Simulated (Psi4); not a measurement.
# CH4AlN (SMILES C#[N+][AlH3-]): a chain of runs

Aim: a structure relaxation (B3LYP/def2-SVP), then the harmonic vibrations, then a single-point energy (CCSD(T)/cc-pVDZ), then the excited states (TDA-B3LYP/def2-SVP) of CH4AlN. 

The calculation is run with Psi4 1.11.

**1. The system as given**

CH4AlN: 7 atoms, total charge 0, spin state singlet. SMILES: `C#[N+][AlH3-]`. Geometry: a GFN2-xTB relaxation, a rough one for these elements and not checked as a minimum. The run starts from this shape.

Bond lengths: C1–N2 1.139 Å, N2–Al3 2.000 Å, C1–H4 1.060 Å, Al3–H5 1.564 Å, Al3–H6 1.565 Å, Al3–H7 1.566 Å. Angles: C1–N2–Al3 178.2°, N2–C1–H4 179.8°, N2–Al3–H5 97.0°, N2–Al3–H6 96.3°, N2–Al3–H7 96.1°, H5–Al3–H6 118.7°, H5–Al3–H7 118.8°, H6–Al3–H7 118.7°.

**2. A geometry optimisation at B3LYP/def2-SVP (density fitting) (run 1)**

job.inp

```
memory 1600 MB

molecule {
  0 1
  C     -0.725960    -1.719500     0.228770
  N     -0.304390    -0.672260     0.076330
  Al     0.484780     1.150880    -0.155310
  H     -1.120610    -2.692910     0.372220
  H     -0.078600     1.420840    -1.589300
  H     -0.233890     1.806040     1.070950
  H      1.978670     0.706910    -0.003660
  units angstrom
}

set basis def2-SVP
set reference rks
set geom_maxiter 60

energy_value, wavefunction = optimize("b3lyp", return_wfn=True)
```

Launch:

```
psi4 -n 1 job.inp job.out
```

job.out:

```text
[...]
  Running in c1 symmetry.
[...]
  Nuclear repulsion =   83.929207868011247
[...]
  Multiplicity = 1
[...]
  Nalpha       = 15
  Nbeta        = 15
[...]
    Number of basis functions: 66
[...]
   @DF-RKS iter   1:  -337.36765261011544   -5.57991e-01   8.07596e-03 ADIIS/DIIS
[...]
   @DF-RKS iter   7:  -337.52560953535800   -7.38964e-13   3.40527e-09 DIIS
[...]
  @DF-RKS Final Energy:  -337.52560953535800
   => Energetics <=
    Nuclear Repulsion Energy =             81.8316210851044872
    One-Electron Energy =                -626.5643408983855807
    Two-Electron Energy =                 233.3284008026689946
    DFT Exchange-Correlation Energy =     -26.1212905247459410
    Empirical Dispersion Energy =           0.0000000000000000
    VV10 Nonlocal Energy =                  0.0000000000000000
    Total Energy =                       -337.5256095353580008
[...]
  -Total Gradient:
     Atom            X                  Y                   Z
    ------   -----------------  -----------------  -----------------
       1        0.000009620772     0.000026451465    -0.000007895767
       2       -0.000067024190    -0.000046838131     0.000034921333
       3        0.000087641916     0.000119044448    -0.000047988947
       4       -0.000012599188    -0.000079090378     0.000016717518
       5        0.000008668307    -0.000005010766    -0.000010601025
       6       -0.000014878762    -0.000031021908     0.000026058772
       7       -0.000009669033     0.000021583206    -0.000009866544
[...]
```

On the terminal:

```text
Interior angle of 179.0 for bend B((3, 0, 2)) can't work in good torsion
Interior angle of   0.7 for bend B([0, 3, 2]) can't work in good torsion
Interior angle of   0.7 for bend B([0, 3, 2]) can't work in good torsion
Interior angle of   0.7 for bend B([0, 3, 2]) can't work in good torsion
Interior angle of 179.2 for bend B((1, 0, 3)) can't work in good torsion
Interior angle of 179.4 for bend B((0, 1, 2)) can't work in good torsion
Interior angle of 179.6 for bend B([3, 0, 2]) can't work in good torsion
Interior angle of 179.6 for bend B([3, 0, 2]) can't work in good torsion
Interior angle of 179.6 for bend B([3, 0, 2]) can't work in good torsion
Optimizer: Optimization complete!
```

It took 1.8 min on 1 thread of Intel Xeon 6975P-C (Granite Rapids), shared host; peak memory 0.51 GiB.

Step by step:

```csv
step,energy from the first frame kept (eV),largest force (eV/Å)
0,0.0000,0.8498
2,-0.0624,0.2308
4,-0.0650,0.1561
6,-0.0659,0.1162
8,-0.0664,0.1043
10,-0.0668,0.0911
12,0.0747,1.2441
14,-0.0343,0.5116
16,-0.0659,0.0717
18,0.1367,1.6189
20,-0.0273,0.5035
22,-0.0634,0.2714
24,0.1674,2.1253
26,-0.0112,0.5665
28,-0.0563,0.6875
30,-0.0524,1.8045
32,-0.0523,1.8043
34,-0.0606,1.1290
36,-0.0677,0.0614
38,-0.0682,0.0365
40,-0.0683,0.0198
42,0.0402,3.5130
44,-0.0685,0.0203
45,-0.0685,0.0080
```

After the run. Bond lengths: C1–N2 1.150 Å, N2–Al3 2.076 Å, C1–H4 1.081 Å, Al3–H5 1.597 Å, Al3–H6 1.597 Å, Al3–H7 1.597 Å. Angles: C1–N2–Al3 180.0°, N2–C1–H4 180.0°, N2–Al3–H5 98.2°, N2–Al3–H6 98.1°, N2–Al3–H7 98.2°, H5–Al3–H6 118.0°, H5–Al3–H7 118.0°, H6–Al3–H7 118.0°.

**3. Vibrational wavenumbers at B3LYP/def2-SVP (density fitting) (run 2)**

job.in

```
memory 1600 MB

molecule {
  0 1
  C     -0.408315    -1.835352     0.439458
  N     -0.163670    -0.742803     0.177985
  Al     0.278155     1.230326    -0.294240
  H     -0.638367    -2.862766     0.685338
  H     -0.049576     1.168418    -1.856024
  H     -0.783868     1.934411     0.668527
  H      1.811798     1.233479     0.150747
}

set basis def2-SVP
set reference rks
set t 600.0
set rotational_symmetry_number 3

energy_value, wavefunction = frequency('b3lyp', return_wfn=True)
```

Launch:

```
psi4 -i job.in -o job.out -n 1
```

job.out:

```text
[...]
  Running in c1 symmetry.
[...]
  Nuclear repulsion =   81.831617970817973
[...]
  Multiplicity = 1
[...]
  Nalpha       = 15
  Nbeta        = 15
[...]
    Number of basis functions: 66
[...]
   @DF-RKS iter   1:  -337.38124895025823   -6.35669e-01   7.77350e-03 DIIS/ADIIS
[...]
   @DF-RKS iter  10:  -337.52560752833443   -6.53699e-12   3.65615e-09 DIIS
[...]
  @DF-RKS Final Energy:  -337.52560752833443
   => Energetics <=
    Nuclear Repulsion Energy =             81.8296864361228415
    One-Electron Energy =                -626.5601455762609930
    Two-Electron Energy =                 233.3260438665382139
    DFT Exchange-Correlation Energy =     -26.1211922547346020
    Empirical Dispersion Energy =           0.0000000000000000
    VV10 Nonlocal Energy =                  0.0000000000000000
    Total Energy =                       -337.5256075283344899
[...]
  -Total Gradient:
     Atom            X                  Y                   Z
    ------   -----------------  -----------------  -----------------
       1        0.000010734528     0.000026666554    -0.000008281699
       2       -0.000076716224    -0.000046595423     0.000036676055
       3        0.000335346788     0.000021105426    -0.000154408613
       4       -0.000011588948    -0.000079801838     0.000016592379
       5        0.000055389235    -0.000017906364    -0.000024643547
       6       -0.000193084306     0.000082732348     0.000212253540
       7       -0.000119713454     0.000021196608    -0.000080456891
[...]
  ==> Harmonic Vibrational Analysis <==
[...]
  Freq [cm^-1]                 178.4512            181.1199            311.6183
[...]
  Freq [cm^-1]                 512.3953            516.1803            753.6605
[...]
  Freq [cm^-1]                 762.4980            762.5581            773.4633
[...]
```

On the terminal:

```text
Warning: used thermodynamics relations inappropriate for low-frequency modes: ['178.4512' '181.1199' '311.6183' '512.3953' '516.1803']
```

It took 1.7 min on 1 thread of Intel Xeon 6975P-C (Granite Rapids), shared host; peak memory 0.49 GiB.

**4. The energy at CCSD(T)/cc-pVDZ (run 3)**

input.dat

```
memory 1600 mb

molecule {
  0 1
  C     -0.408315    -1.835352     0.439458
  N     -0.163670    -0.742803     0.177985
  Al     0.278155     1.230326    -0.294240
  H     -0.638367    -2.862766     0.685338
  H     -0.049576     1.168418    -1.856024
  H     -0.783868     1.934411     0.668527
  H      1.811798     1.233479     0.150747
  units angstrom
}

set {
  basis cc-pVDZ
  reference rhf
  scf_type pk
  freeze_core true
}

energy_value, wavefunction = energy("ccsd(t)", return_wfn=True)
```

Launch:

```
psi4 -n 1 input.dat output.dat
```

output.dat:

```text
[...]
  Running in c1 symmetry.
[...]
  Nuclear repulsion =   81.831617970817973
[...]
  Multiplicity = 1
[...]
  Nalpha       = 15
  Nbeta        = 15
[...]
    Number of basis functions: 66
[...]
   @RHF iter   1:  -336.47315170997592   -1.20380e+00   4.78456e-03 ADIIS/DIIS
[...]
   @RHF iter  10:  -336.53523210509331   -1.81899e-12   3.22395e-09 DIIS
[...]
  @RHF Final Energy:  -336.53523210509331
   => Energetics <=
    Nuclear Repulsion Energy =             81.8316179708179732
    One-Electron Energy =                -626.4167174571230134
    Two-Electron Energy =                 208.0498673812116692
    Total Energy =                       -336.5352321050933142
[...]
 Multipole Moments:
 ------------------------------------------------------------------------------------
     Multipole            Electronic (a.u.)      Nuclear  (a.u.)        Total (a.u.)
 ------------------------------------------------------------------------------------
 L = 1.  Multiply by 2.5417464519 to convert [e a0] to [Debye]
 Dipole X            :         -0.6258396            0.0287942           -0.5970454
 Dipole Y            :         -2.8005617            0.1309951           -2.6695666
 Dipole Z            :          0.6694741           -0.0309912            0.6384828
 Magnitude           :                                                    2.8090407
[...]
      * MP2 total energy                      = -336.903358347026767
[...]
      * CCSD total energy                     = -336.934587982426649
[...]
      * CCSD(T) total energy                  = -336.948352462864648
[...]
```

It took 6 s on 1 thread of Intel Xeon 6975P-C (Granite Rapids), shared host; peak memory 0.34 GiB.

**5. The excited states at TDA-B3LYP/def2-SVP (density fitting, save jk yes) (run 4)**

calc.in

```
memory 1600 mb

molecule {
  0 1
  C     -0.408315    -1.835352     0.439458
  N     -0.163670    -0.742803     0.177985
  Al     0.278155     1.230326    -0.294240
  H     -0.638367    -2.862766     0.685338
  H     -0.049576     1.168418    -1.856024
  H     -0.783868     1.934411     0.668527
  H      1.811798     1.233479     0.150747
  units angstrom
}

set {
  basis   def2-SVP
  save_jk true
}

from psi4.driver.procrouting.response.scf_response import tdscf_excitations
energy_value, wavefunction = energy('b3lyp', return_wfn=True)
states = tdscf_excitations(wavefunction, states=4, tda=True)
```

Launch:

```
psi4 -i calc.in -o calc.out -n 1
```

calc.out:

```text
[...]
  Running in c1 symmetry.
[...]
  Nuclear repulsion =   81.831617970817973
[...]
  Multiplicity = 1
[...]
  Nalpha       = 15
  Nbeta        = 15
[...]
    Number of basis functions: 66
[...]
   @DF-RKS iter   1:  -337.38124895028392   -6.35669e-01   7.77350e-03 DIIS/ADIIS
[...]
   @DF-RKS iter   8:  -337.52560953421948   -1.59606e-08   4.97944e-07 DIIS
[...]
  @DF-RKS Final Energy:  -337.52560953421948
   => Energetics <=
    Nuclear Repulsion Energy =             81.8316179708179732
    One-Electron Energy =                -626.5641424140754907
    Two-Electron Energy =                 233.3281961239467250
    DFT Exchange-Correlation Energy =     -26.1212812149087448
    Empirical Dispersion Energy =           0.0000000000000000
    VV10 Nonlocal Energy =                  0.0000000000000000
    Total Energy =                       -337.5256095342194840
[...]
 Multipole Moments:
 ------------------------------------------------------------------------------------
     Multipole            Electronic (a.u.)      Nuclear  (a.u.)        Total (a.u.)
 ------------------------------------------------------------------------------------
 L = 1.  Multiply by 2.5417464519 to convert [e a0] to [Debye]
 Dipole X            :         -0.5753584            0.0287942           -0.5465642
 Dipole Y            :         -2.5747377            0.1309951           -2.4437426
 Dipole Z            :          0.6154743           -0.0309912            0.5844831
 Magnitude           :                                                    2.5714258
[...]
                                    Excitation Energy         Total Energy        Oscillator Strength             Rotatory Strength
[...]
Excited State    1 (1 A):   0.17139 au   265.85 nm f = 0.0000
[...]
Excited State    2 (1 A):   0.17479 au   260.68 nm f = 0.0115
[...]
```

Run time: 6.6 s. Hardware: 1 thread of Intel Xeon 6975P-C (Granite Rapids), shared host; peak memory 0.47 GiB.

The roots found:

```csv
excited state,energy (eV),strength,label
1,4.664,0.0000,A 1
2,4.756,0.0115,A 1
3,4.756,0.0116,A 1
4,5.168,0.1881,A 1
```

**6. What came out**

| quantity | value |
| --- | --- |
| run 1, B3LYP/def2-SVP: total energy at the end | -337.52561 Eh |
| run 1, B3LYP/def2-SVP: dipole moment | 6.54 D |
| run 1, B3LYP/def2-SVP: HOMO energy | -7.23 eV |
| run 1, B3LYP/def2-SVP: LUMO energy | -1.64 eV |
| run 1, B3LYP/def2-SVP: HOMO–LUMO gap | 5.59 eV |
| run 2, B3LYP/def2-SVP: lowest harmonic wavenumber | 178 cm⁻¹ |
| run 2, B3LYP/def2-SVP: highest harmonic wavenumber | 3440 cm⁻¹ |
| run 2, B3LYP/def2-SVP: zero-point energy | 100.9 kJ/mol |
| run 2, B3LYP/def2-SVP: ideal-gas entropy at 600 K (symmetry number 3 as used) | 83.5 cal/(mol K) |
| run 3, CCSD(T)/cc-pVDZ: total energy | -336.94835 Eh |
| run 3, CCSD(T)/cc-pVDZ: HOMO energy (Hartree–Fock orbitals) | -10.45 eV |
| run 3, CCSD(T)/cc-pVDZ: LUMO energy (Hartree–Fock orbitals) | 2.97 eV |
| run 3, CCSD(T)/cc-pVDZ: HOMO–LUMO gap (Hartree–Fock orbitals) | 13.42 eV |
| run 3, CCSD(T)/cc-pVDZ: correlation energy (7 core orbitals frozen) | -413.1 mEh |
| run 3, CCSD(T)/cc-pVDZ: (T) correction | -13.76 mEh |
| run 3, CCSD(T)/cc-pVDZ: T1 diagnostic | 0.013 |
| run 4, TDA-B3LYP/def2-SVP: ground-state or mean-field energy | -337.52561 Eh |
| run 4, TDA-B3LYP/def2-SVP: dipole moment (B3LYP Kohn–Sham density) | 6.54 D |
| run 4, TDA-B3LYP/def2-SVP: HOMO energy (B3LYP Kohn–Sham orbitals) | -7.23 eV |
| run 4, TDA-B3LYP/def2-SVP: LUMO energy (B3LYP Kohn–Sham orbitals) | -1.64 eV |
| run 4, TDA-B3LYP/def2-SVP: HOMO–LUMO gap (B3LYP Kohn–Sham orbitals) | 5.59 eV |
| run 4, TDA-B3LYP/def2-SVP: lowest excitation energy | 4.66 eV |

What this shows: The optimisation (run 1, B3LYP/def2-SVP) took 46 steps and changed the energy by -0.068 eV. All 15 modes (run 2, B3LYP/def2-SVP) are real, so the shape is a minimum at this level. The triples (run 3, CCSD(T)/cc-pVDZ) make up 3.3 % of the correlation energy. The brightest of the 4 transitions from the ground state lies at 5.17 eV (240 nm, f = 0.188); the lowest, at 4.66 eV, has f = 0.000.
